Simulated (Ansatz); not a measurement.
Start from `COC=N` and change one element to get `CSC=N`.

Ansatz, PBE0-D4/def2-TZVP geometries, multiplicity 1. Each molecule was computed in one conformer, which needn't be the lowest.

```
                                                                                  property  `COC=N`
                                        size of the dipole moment (ωB97M-V/def2-TZVPP) / D     0.76
                                                       LUMO energy (B3LYP/def2-TZVPP) / eV     0.32
                                            size of the dipole moment (PBE/def2-TZVPP) / D     0.68
ideal-gas entropy at 298 K and 1 bar (rigid rotor, harmonic PBE0-D4/def2-TZVP) / J/(mol·K)      283
                                                     HOMO–LUMO gap (B3LYP/def2-TZVPP) / eV     7.96
                                                     HOMO energy (ωB97M-V/def2-TZVPP) / eV   -10.19
```

**Question.** What does the change do to each property? (Best estimate.)

**Answer.** The calculation gave: 
```json
{"property": "size of the dipole moment (ωB97M-V/def2-TZVPP) / D", "`CSC=N`": "0.59", "shift": "-0.17"}
{"property": "LUMO energy (B3LYP/def2-TZVPP) / eV", "`CSC=N`": "-0.40", "shift": "-0.72"}
{"property": "size of the dipole moment (PBE/def2-TZVPP) / D", "`CSC=N`": "0.40", "shift": "-0.28"}
{"property": "ideal-gas entropy at 298 K and 1 bar (rigid rotor, harmonic PBE0-D4/def2-TZVP) / J/(mol·K)", "`CSC=N`": "302", "shift": "19"}
{"property": "HOMO–LUMO gap (B3LYP/def2-TZVPP) / eV", "`CSC=N`": "6.25", "shift": "-1.71"}
{"property": "HOMO energy (ωB97M-V/def2-TZVPP) / eV", "`CSC=N`": "-8.98", "shift": "1.21"}
```

With PBE0 the HOMO rises by 1.01 eV and the LUMO falls by 0.78 eV, so the gap narrows by about 1.79 eV. PBE moves the HOMO by 0.73 eV and ωB97M-V by 1.21 eV. Dipoles are sizes alone; their direction can turn.

B3LYP here is the variant with VWN-RPA as its local correlation; programs differ in this.
